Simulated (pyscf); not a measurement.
Single points on ωB97X-D3(BJ)/def2-SVP structures (PySCF, gas phase).

Q: PBE/def2-TZVP puts the barrier of H₂N–GeH₃ (SMILES [NH2][GeH3]) + H₂B–OH (SMILES BO) → H₂B–NH–GeH₃ (SMILES B[NH][GeH3]) + H₂O (SMILES O) (four-centre exchange; singlet surface; H–N, B–O broken, B–N, H–O formed) at 0.31 eV and the reaction energy at 0.00 eV, from the separated reactants. What do r²SCAN/def2-TZVP, PBE0-D3(BJ)/def2-TZVP, ωB97M-D3(BJ)/def2-TZVP give on the same structures?

A: r²SCAN: ΔE‡ = 0.35 eV, ΔE = +0.01 eV; PBE0-D3(BJ): ΔE‡ = 0.30 eV, ΔE = -0.03 eV; ωB97M-D3(BJ): ΔE‡ = 0.47 eV, ΔE = -0.01 eV. PBE's barrier matches one of them and lies within 0.17 eV of the others. Its reaction energy lies among theirs. On the reactant side the descent ends in an adduct with a B–N contact, 0.61 eV under the separated species and 1.06 eV under the saddle at ωB97X-D3(BJ)/def2-TZVP. What is counted as formed (B–N) is already present as a longer contact in the reactant adduct; forming that adduct is a step of its own. The products may also form a dative adduct at H₂B–NH–GeH₃; it and routes through it were not searched. This is the saddle that the search found; another between the same sides may lie lower. Elements up to Kr have no core potential and no relativistic terms here.
